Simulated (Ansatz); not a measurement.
Results of r²SCAN (Ansatz, a first-principles code, PAW) for 2H WSe₂.

**Question.** Predict the interlayer binding energy, layer repeat distance and gap between the layers.

**Answer.** 
interlayer binding energy: 5.0 meV/Å²
layer repeat distance: 6.859 Å
gap between the layers: 3.535 Å

Note: the cell comes from a level without a dispersion term, which matters for the spacing of layers, chains or molecules; the cell has widely spaced layers and the level no dispersion term, so their spacing and the moduli can rest on weak binding.

Spin–orbit coupling is not included.
